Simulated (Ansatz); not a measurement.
The input, for Ansatz 0.2.0:

```yaml
crystal:
  periodic: [false, false, false]
  atoms:
    - {symbol: C, position_ang: [0.000000, 0.756430, 0.000000]}
    - {symbol: C, position_ang: [0.000000, -0.756430, 0.000000]}
    - {symbol: O, position_ang: [1.046090, 1.389916, 0.000000]}
    - {symbol: H, position_ang: [-0.999940, 1.228191, 0.000000]}
    - {symbol: O, position_ang: [-1.046090, -1.389916, 0.000000]}
    - {symbol: H, position_ang: [0.999940, -1.228191, 0.000000]}
basis:
  gaussian: {orbitals: cc-pVDZ}
magnetization: {spin_polarized: true, initial_magnetization: 0}
correlation: {method: ccsd_t, electrons: outside_noble_gas}
```

```sh
$ ansatz run in.yaml --threads 1 --pin off --events-out ev --progress --plain --max-ram 4096MiB --backend cpu
```

The program prints:

```
604 factors; integrals over basis functions are off by at most 1.2e-3 eV
mean field evaluation 1: about -6162.4570 eV, gradient 3.0e1 eV
mean field evaluation 2: about -6162.4610 eV, gradient 3.0e1 eV
mean field evaluation 4: about -6166.2021 eV, gradient 2.3e0 eV
mean field evaluation 8: about -6166.2674 eV, gradient 6.8e-2 eV
mean field evaluation 16: about -6166.3191 eV, gradient 1.4e-1 eV
mean field evaluation 32: about -6166.2675 eV, gradient 8.0e-4 eV
mean field evaluation 64: about -6163.0073 eV, gradient 1.7e-2 eV
mean field -6166.31990282 eV, -226.6080767469 hartree, gradient 2.8e-6 eV, S^2 0.298344; 6 other end points of the search recorded, 0 dependent functions left out
determinant -6166.31990282 eV, -226.6080767469 hartree, with singles and doubles -6183.60624765 eV, -227.2433382024 hartree
determinant -6163.00734164 eV, -226.4863423689 hartree, with singles and doubles -6180.67313210 eV, -227.1355481940 hartree
determinant -6166.26746959 eV, -226.6061498611 hartree, with singles and doubles -6183.63506089 eV, -227.2443970692 hartree
determinant -6166.31990282 eV, -226.6080767469 hartree, with singles and doubles -6183.61305139 eV, -227.2435882352 hartree
determinant -6166.26746959 eV, -226.6061498611 hartree, with singles and doubles -6183.63539571 eV, -227.2444093738 hartree
4 core orbitals not correlated: weight in the atoms' cores, before any rotation towards them, 1.000 or more for the frozen orbitals, at most 0.000 for the correlated occupied ones
reference -6166.26746959 eV, -226.6061498611 hartree; 11, 11 occupied and 51, 51 virtual orbitals, 604 factors
second order -16.86374877 eV of doubles, -0.00000000 eV of singles
cycle   1  -17.36792740 eV  change   -1.3e-6 eV  update   2.4e-6
perturbative correction -0.60671863 eV, -0.0222964983 hartree
Total energy: -6184.24211561 eV, -227.2667059188 hartree
```

Ran on 1 thread of AMD EPYC 7R13, shared host: 20 s wall, 0.34 GiB peak host memory.
